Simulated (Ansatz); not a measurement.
Geometry optimisation, RKS revPBE/def2-SVP (Ansatz).

Input file:

```yaml
crystal:
  periodic: [false, false, false]
  atoms:
    - { symbol: Si, position_ang: [0.0, 0.0, 0.0] }
    - { symbol: F, position_ang: [0.0, 0.0, 1.94] }
    - { symbol: H, position_ang: [1.3768, 0.0, -0.4862] }
    - { symbol: H, position_ang: [-0.6877, 1.1914, -0.4862] }
    - { symbol: H, position_ang: [-0.6877, -1.1914, -0.4862] }
    - { symbol: P, position_ang: [-2.3535, 0.0, 0.782] }
    - { symbol: H, position_ang: [-3.1199, -0.8853, -0.0213] }
    - { symbol: H, position_ang: [-2.4033, -0.4268, 2.1354] }
    - { symbol: H, position_ang: [-1.1633, 0.0, 1.8666] }
basis:
  gaussian: { orbitals: def2-SVP }
hamiltonian:
  xc: revpbe
relax:
  f_tol: 0.15
  max_steps: 25
  restrain:
    - { distance: [0, 5], at: 3.38, k: 30.0 }
    - { distance: [8, 1], at: 2.12, k: 30.0 }
    - { distance: [0, 1], at: 1.59, k: 30.0 }
    - { distance: [8, 5], at: 1.42, k: 30.0 }
```

Command:

```bash
$ ansatz run input.yaml --threads 1 --pin off --max-ram 2048MiB --backend cpu --events-out ev --progress --plain --runs-dir out
```

**Question.** Where does it end, and by what steps?

**Answer.** It converged. The restraints hold the end off the free minimum. After 9 steps the energy has fallen by 4.469 eV (the restraints' own energy left out); H8 moved furthest, 1.15 Å. Parted: Si1–P6 (2.48 → 3.39 Å).

| step | energy less start (eV) | largest force component (eV/Å) | accepted |
| --- | --- | --- | --- |
| 0 | 0.0000 | 2.938 | yes |
| 1 | -0.6977 | 3.575 | yes |
| 2 | -1.5012 | 4.790 | yes |
| 3 | -2.5263 | 3.566 | yes |
| 4 | -3.5891 | 1.605 | yes |
| 5 | -4.1208 | 1.167 | yes |
| 6 | -4.3394 | 1.216 | yes |
| 7 | -4.4127 | 1.238 | yes |
| 8 | -4.4508 | 1.167 | yes |
| 9 | -4.4690 | 1.124 | yes |

```xyz
9
Properties=species:S:1:pos:R:3
Si 0.321 0.007 -0.106
F 0.554 -0.087 1.496
H 1.669 0.186 -0.747
H -0.548 1.187 -0.423
H -0.300 -1.268 -0.593
P -2.821 0.192 1.164
H -2.808 -1.044 0.420
H -3.548 -0.417 2.254
H -1.557 -0.069 1.780
```

Run time: 28 s on 1 thread of Arm Neoverse V1, with other jobs on the host, peak memory 0.14 GiB.
